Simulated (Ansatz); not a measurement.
# fcc Ni

Level of theory: PBE-D4 in Ansatz (plane waves, PAW).

Run with plane-wave cutoff 520 eV, 26×26×26 k mesh, Fermi–Dirac smearing 0.05 eV, spin-polarised with parallel moments, scalar-relativistic PAW data made under PBE.

Cell (relaxed at this level):

```yaml
crystal:
  lattice:
    - [0.00000, 1.74142, 1.74142]
    - [1.74142, 0.00000, 1.74142]
    - [1.74142, 1.74142, 0.00000]
  atoms:
    - { symbol: Ni, position: [0.00000, 0.00000, 0.00000], spin: 0.8 }
```

```json
{
  "bulk modulus B0": "217 GPa",
  "band_gap": "zero (no gap)",
  "magnetic moment per atom (the cell's total over its atoms)": "0.63 μB",
  "pressure derivative B′ of the bulk modulus": "4.9"
}
```

Measured, for comparison: bulk modulus 192 GPa (0 K value with the zero-point phonon effect removed, our sources range from 186 to 195; as tabulated in Mejia-Rodriguez and Trickey (2018), arXiv:1807.09216). Computed (rounded) less measured: bulk modulus +13 % (+11 % to +17 % over the range).

Spins in the cell block are starting values.

Moments are spin moments.

It cost about 3 core-minutes (a rough figure) of CPU time.

Ansatz is an electronic-structure program.
